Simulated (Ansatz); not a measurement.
**AlMgH (singlet): the correlation ladder at scale of all distances = 1.275, cc-pVDZ**

Aim: climb from Hartree-Fock through coupled cluster and multireference methods for AlMgH (singlet) at one geometry and basis, and see what each rung misses.

Method: cc-pVDZ, core rule «outside noble gas», up to 10 orbitals frozen; program: Ansatz 0.2.0, Gaussian basis.

To be run: UHF; CCSD(T) on RHF; CCSD(T) on UHF; BCCD(T) on RHF; CISD; CCSDT(Q) on RHF; CCSDT(Q) on UHF; CASSCF and MRCISD+Q, 2 electrons in 2 orbitals; CASSCF and NEVPT2, 2 electrons in 2 orbitals; CASSCF and MRCISD+Q, 6 electrons in 9 orbitals; CASSCF and NEVPT2, 6 electrons in 9 orbitals; Full CI.

12 further runs of the same task are left out: 2 for a known fault of the program, 7 that didn't finish, 3 set aside as unsound or not needed. Runs told in other sessions of the task aren't counted.

## (1) The geometry

The geometry derives from a PBE0/def2-TZVP stationary point (not a proven minimum). All distances are scaled together.

3 atoms, charge 0, spin multiplicity 1.

Atoms are counted from 1 here; the program's logs count them from 0.

No contacts short enough for the rule that draws bonds.

## (2) UHF

Input file in.yaml:

```yaml
crystal:
  periodic: [false, false, false]
  atoms:
    - {symbol: Al, position_ang: [0.000000, -0.071774, 1.730815]}
    - {symbol: Mg, position_ang: [0.000000, 0.000636, -1.956777]}
    - {symbol: H, position_ang: [0.000000, 1.905962, 0.852623]}
basis:
  gaussian: {orbitals: cc-pVDZ}
magnetization: {spin_polarized: true, initial_magnetization: 0}
hamiltonian: {xc: hf}
output: {orbitals: {seedname: orbitals}}
```

Run with:

```bash
$ ansatz run in.yaml --threads 1 --pin off --events-out ev --progress --plain --max-ram 2393MiB
```

The runs that follow: CCSD(T) on RHF; CCSD(T) on UHF; BCCD(T) on RHF; CISD; CCSDT(Q) on RHF; CCSDT(Q) on UHF; CASSCF and MRCISD+Q, 2 electrons in 2 orbitals; CASSCF and NEVPT2, 2 electrons in 2 orbitals; CASSCF and MRCISD+Q, 6 electrons in 9 orbitals; CASSCF and NEVPT2, 6 electrons in 9 orbitals; Full CI.

Q: Predict the results of all the runs planned. Wanted: FCI from the RHF energy; RMP2 from FCI; RCCSD from FCI; RCCSD(T) from FCI; RCCSDT(Q) from FCI; NEVPT2 pair from FCI; MRCISD+Q pair from FCI; NEVPT2 valence from FCI; T1 diagnostic.

As calculated:

```
                         quantity                                                   value
          FCI from the RHF energy                                              -3.1096 eV
                    RMP2 from FCI                                              +996.4 meV
                   RCCSD from FCI                                               +95.7 meV
                RCCSD(T) from FCI                                               +27.2 meV
               RCCSDT(Q) from FCI                                                +0.9 meV
             NEVPT2 pair from FCI                                              +876.7 meV
           MRCISD+Q pair from FCI                                               -77.2 meV
          NEVPT2 valence from FCI                                              +328.7 meV
levels within 1 kcal/mol (43 meV)  RCCSD(T), BCCD(T), RCCSDT, RCCSDT(Q), MRCISD+Q valence
                    T1 diagnostic                                                   0.019
   effectively unpaired electrons                                                    0.22
```

In words: RCCSD(T) misses by +27.2 meV, 0.9 % of the correlation energy. MRCISD+Q pair falls below full CI: the +Q correction isn't variational, and the cores differ from full CI's. The occupations show static correlation (0.22 effectively unpaired electrons where one determinant has 0). Of the multireference levels listed MRCISD+Q valence comes nearest in total energy (+33.0 meV), which doesn't show that its space is the better one. These misses are within one basis, not against nature.
